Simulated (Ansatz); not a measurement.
For zinc-blende AlP, LDA (Ansatz, an electronic-structure program, PAW) gives:

```
Item                                   Result
-------------------------------  ------------
lattice parameter a                   5.434 Å
bulk modulus B0                      90.0 GPa
cohesive energy                  4.81 eV/atom
band gap at the measured cell         1.45 eV
zone-centre TO phonon frequency      440 cm⁻¹
elastic constant C11                  133 GPa
elastic constant C44                 61.5 GPa
polycrystal shear modulus            47.2 GPa
```

Q: What does B3LYP (VWN-RPA form) (Ansatz, PAW) give for the same quantities?

A: 
- lattice constant a: 5.517 Å (rises by 1.5 %)
- bulk modulus: 84.3 GPa (falls by 6.3 %)
- cohesive energy: 3.75 eV/atom (falls by 1.06 eV/atom)
- band gap at the measured cell: 2.94 eV (increases by 1.49 eV)
- zone-centre TO phonon frequency: 432 cm⁻¹ (drops by 1.8 %)
- elastic constant C11: 135 GPa (hardly moves)
- elastic constant C44: 68.4 GPa (rises by 11 %)
- Voigt–Reuss–Hill shear modulus: 53.9 GPa (rises by 14 %)

For comparison: lattice constant a 5.451 Å (measured, static lattice: zero-point anharmonic expansion removed; as tabulated in Mejia-Rodriguez and Trickey (2018), arXiv:1807.09216); cohesive energy 4.32 eV/atom (measured, static lattice: zero-point vibration energy added, our sources range from 4.20 to 4.32; as tabulated in Mejia-Rodriguez and Trickey (2018), arXiv:1807.09216); band gap 2.54 eV (measured, zero-point renormalisation of 0.02 eV added back here (the table's ZPR column); inputs from Chen et al. (2018), doi:10.1103/physrevmaterials.2.073803).

Changes are worked out from the printed values.

Unless a cell is named, each level is at its own relaxed cell (LDA 20.05, B3LYP (VWN-RPA form) 20.99 Å³/atom).

Density-functional gaps are differences of (generalised) Kohn–Sham levels.

Ansatz's density-functional and Hartree–Fock values are scalar-relativistic unless marked +SOC, with PAW data made under PBE.
